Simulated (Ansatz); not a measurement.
What does this script print? It uses the Ansatz DFT code, driven from Python.

Script `methods_c5h6.py`:
```python
"""One geometry of C5H6, method by method."""

from pathlib import Path
import argparse

import ansatz as az
import numpy as np

parser = argparse.ArgumentParser(description="One geometry of C5H6, method by method.")
parser.add_argument("--basis-set", default="cc-pVDZ", help="Gaussian basis set")
args = parser.parse_args()

c5h6 = (
    az.Crystal.molecule()
    .atom("C", (-1.0722, -0.7761, 2.1353))
    .atom("C", (-0.6105, -1.2384, 0.9962))
    .atom("C", (-0.0751, -0.3974, -0.0147))
    .atom("C", (0.5101, 0.3162, -0.8509))
    .atom("C", (1.0202, 1.1579, -1.8948))
    .atom("H", (-1.5488, -1.368, 2.8757))
    .atom("H", (-1.1, 0.3389, 2.3237))
    .atom("H", (-0.5737, -2.2902, 0.8169))
    .atom("H", (1.1079, 2.213, -1.4786))
    .atom("H", (2.0202, 0.8189, -2.1311))
    .atom("H", (0.3875, 1.1683, -2.7571))
)

calculation = c5h6.calculation().basis(gaussian=args.basis_set)

print("functional    E (Ha)        dipole (D)   HOMO (eV)  LUMO (eV)")
for name in ["pbe", "b3lyp", "r2scan", "revpbe", "hf"]:
    rep = calculation.functional(name).forces().orbitals().run(threads=1, backend="cpu", runs_dir="runs").report
    lines = Path(rep["orbitals_path"]).read_text().splitlines()
    field_of = lambda key: [line.split("=")[1].strip() for line in lines if line.startswith(key)]
    orbitals = [(27.211386 * float(e), s, float(n)) for e, s, n in zip(field_of("Ene="), field_of("Spin="), field_of("Occup="))]
    homo = max(e for e, _, n in orbitals if n > 0.5)
    lumo = min(e for e, _, n in orbitals if n < 0.5)
    dipole = 4.803205 * np.linalg.norm(rep["charge_distribution"]["dipole_moment_e_ang"])
    print(f"{name:10s} {rep['free_energy_ev'] / 27.211386246:14.6f} {dipole:9.3f} {homo:11.3f} {lumo:10.3f}")
```

Running `python methods_c5h6.py` prints:
```text
functional    E (Ha)        dipole (D)   HOMO (eV)  LUMO (eV)
pbe           -193.791436     0.748      -5.451     -1.374
b3lyp         -194.060439     0.645      -6.268     -0.620
r2scan        -193.935288     0.746      -5.671     -1.257
revpbe        -194.007159     0.726      -5.401     -1.307
hf            -192.756395     0.427      -8.782      3.386
```

Notes:
- Total energies depend on the basis set; only differences at equal settings carry meaning.
- The geometry is a force-field or estimated start, not a minimum of this method, and the basis set is short of its limit. A lower total doesn't mark the better method: functionals have no common bound, and MP2 and coupled cluster aren't variational.
- b3lyp holds the VWN-RPA fit, as in Gaussian; the form of ORCA and Turbomole is b3lyp5.
- Levels such as HOMO and LUMO are orbital energies: with these approximate functionals they aren't the ionisation energy and electron affinity, and their gap isn't the fundamental gap.
- Finished in 15 s on 1 thread of Arm Neoverse V2, with other jobs on the host, peak memory 0.25 GiB.
